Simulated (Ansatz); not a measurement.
# Mg₂H₂O (SMILES [OH][Mg][MgH]): functionals against CCSD(T) at one geometry

The atoms stand at a structure displaced at random from a GFN2-xTB minimum. How far do the functionals agree with CCSD(T) there?

Method: single points in def2-TZVPP; program: Ansatz 0.2.0, Gaussian basis.

Cores are frozen in the correlated methods. The outer core shell of Li, Na, Mg and K is correlated.

## (1) The system as given

SMILES `[OH][Mg][MgH]`, 5 atoms, charge 0, spin multiplicity 1.

Atoms are counted from 1 here; the program's logs count them from 0.

Bond lengths: O1–Mg2 1.639 Å, O1–H4 1.018 Å, Mg2–Mg3 2.557 Å, Mg3–H5 1.640 Å. Angles: Mg2–O1–H4 176.6°, O1–Mg2–Mg3 136.1°, Mg2–Mg3–H5 170.1°.

As a file:

```xyz
5
H2Mg2O
O    -1.9201   -0.2906   -0.4421
Mg   -0.4437   -0.7387    0.1094
Mg    1.8338    0.3865    0.3980
H    -2.8600   -0.0630   -0.7595
H     3.3589    0.8828    0.7427
```

## (2) CCSD(T)/def2-TZVPP

run/in.yaml reads:

```yaml
crystal:
  periodic: [false, false, false]
  atoms:
    - {symbol: O, position_ang: [-1.920100, -0.290600, -0.442100]}
    - {symbol: Mg, position_ang: [-0.443700, -0.738700, 0.109400]}
    - {symbol: Mg, position_ang: [1.833800, 0.386500, 0.398000]}
    - {symbol: H, position_ang: [-2.860000, -0.063000, -0.759500]}
    - {symbol: H, position_ang: [3.358900, 0.882800, 0.742700]}
basis:
  gaussian: {orbitals: def2-TZVPP}
correlation: {method: ccsd_t}
output: {forces: true}
```

The command line of these runs was not kept.

## (3) PBE0-D4/def2-TZVPP

Edit run/in.yaml of step 2 so:

```diff
@@ -10,3 +10,3 @@
   gaussian: {orbitals: def2-TZVPP}
-correlation: {method: ccsd_t}
-output: {forces: true}
+hamiltonian: {xc: pbe0, dispersion: d4}
+output: {forces: true, orbitals: {seedname: orbitals}}
```

## (4) wB97M-V/def2-TZVPP

Edit run/in.yaml of step 3 so:

```diff
@@ -10,3 +10,3 @@
   gaussian: {orbitals: def2-TZVPP}
-hamiltonian: {xc: pbe0, dispersion: d4}
-output: {forces: true, orbitals: {seedname: orbitals}}
+hamiltonian: {xc: {name: wB97M-V}}
+output: {forces: true}
```

## (5) r2SCAN-D4/def2-TZVPP

Edit run/in.yaml of step 4 so:

```diff
@@ -10,3 +10,3 @@
   gaussian: {orbitals: def2-TZVPP}
-hamiltonian: {xc: {name: wB97M-V}}
+hamiltonian: {xc: r2scan, dispersion: d4}
 output: {forces: true}
```

## (6) PBE-D4/def2-TZVPP

Edit run/in.yaml of step 5 so:

```diff
@@ -10,3 +10,3 @@
   gaussian: {orbitals: def2-TZVPP}
-hamiltonian: {xc: r2scan, dispersion: d4}
+hamiltonian: {xc: pbe, dispersion: d4}
 output: {forces: true}
```

## (7) CAM-B3LYP-D4/def2-TZVPP

Edit run/in.yaml of step 6 so:

```diff
@@ -10,3 +10,3 @@
   gaussian: {orbitals: def2-TZVPP}
-hamiltonian: {xc: pbe, dispersion: d4}
+hamiltonian: {xc: {name: CAM-B3LYP}, dispersion: d4}
 output: {forces: true}
```

## (8) SPW92/def2-TZVPP

Edit run/in.yaml of step 7 so:

```diff
@@ -10,3 +10,3 @@
   gaussian: {orbitals: def2-TZVPP}
-hamiltonian: {xc: {name: CAM-B3LYP}, dispersion: d4}
+hamiltonian: {xc: lda}
 output: {forces: true}
```

(Steps that only read results are left out.)

**Question.** What will these runs give? Wanted: energy less free atoms, CCSD(T)/def2-TZVPP; RMS force component; RMS force error; HOMO and LUMO, PBE0-D4; T1 diagnostic.

As calculated:

| quantity | value |
| --- | --- |
| energy less free atoms, CCSD(T)/def2-TZVPP | -971.9 kJ/mol |
| RMS force component | 1.942 to 2.256 eV/Å over the methods |
| RMS force error | PBE0-D4 0.051, wB97M-V 0.081, r2SCAN-D4 0.058, PBE-D4 0.182, CAM-B3LYP-D4 0.032, SPW92 0.295 eV/Å |
| HOMO and LUMO, PBE0-D4 | -5.87 and -1.51 eV |
| T1 diagnostic | 0.010 |

**Reading.** Against CCSD(T) the functionals' energies less atoms differ by -209.5 to -18.0 kJ/mol, PBE-D4 by -48.4 kJ/mol. The reference is not at the basis limit: in triple zeta CCSD(T) underbinds, which counts against methods that bind more; the gaps are no ranking. The forces of CAM-B3LYP-D4 come nearest to CCSD(T), those of SPW92 are farthest. Frozen-core CCSD(T) forces in triple zeta carry basis errors of their own, and this is one geometry, so small gaps rank nothing.
